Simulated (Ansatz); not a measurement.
## [BH2···H···SiH], doublet along the distance B1-H4

Starting geometry:

```tsv
atom	x (Å)	y (Å)	z (Å)
B	-2.2973	0.0347	0.0000
H	-2.8940	1.0683	0.0000
H	-2.8940	-0.9988	0.0000
H	-1.1038	0.0347	0.0000
Si	1.0787	0.0347	0.0000
H	1.4751	-1.4448	0.0000
```

From there H4 is moved from one fragment to the other while all else, the fragments' distance too, stays fixed; atoms are numbered as listed. Energies are in kcal/mol, counted from the starting geometry at the same level. Kohn–Sham curves are unrestricted where that lies lower.

Basis cc-pVDZ; Ansatz 0.2.0. Correlated methods freeze the noble-gas cores. R marks a restricted (for open shells ROHF) determinant, U an unrestricted one.

Unrestricted rows (U, and Kohn–Sham where it breaks symmetry) aren't spin-pure: their determinants' ⟨S²⟩ exceeds S(S+1) by up to 0.56, so they mix in states of higher spin. Coupled cluster chose its determinant by trial CCSD, here up to 0.53 eV above the lowest Hartree–Fock solution of its kind. For open shells CISD is restricted-active-space CI with the open shells as a complete middle space.

Full CI isn't at hand for all of this; UCCSDT(Q) serves as the reference, and is uncertain by about the last step of the cluster series. The frozen core follows each run's orbitals, which can shift R against U totals by a few meV.

| distance B1-H4 (Å) | UCCSDT(Q) | curve A | curve B | curve C | curve D |
| --- | --- | --- | --- | --- | --- |
| 1.110 | 3.2 | 3.2 | 2.9 | 3.9 | 3.1 |
| 1.194 | 0.0 | 0.0 | 0.0 | 0.0 | 0.0 |
| 1.300 | 1.5 | 1.6 | 2.0 | 0.3 | 1.8 |
| 1.406 | 6.7 | 6.8 | 7.8 | 4.0 | 7.3 |
| 1.512 | 13.5 | 13.9 | 15.7 | 9.3 | 14.7 |
| 1.618 | 21.0 | 21.7 | 24.5 | 15.5 | 23.1 |

Problem. The curves come from BCCD(T), CISD, UCCSD, r2SCAN. Compare each with UCCSDT(Q) and say which is which.

Solution. A: BCCD(T), B: CISD, C: r2SCAN, D: UCCSD. Spread of the error against UCCSDT(Q), over the points where both stand: A 0.7, B 3.8, C 6.2, D 2.3 kcal/mol. 

In so small a basis the reference is far from its limit while semilocal and hybrid functionals are nearer theirs, so the functionals' errors here hold much of the reference's basis and frozen-core error, which can add to them or hide them.
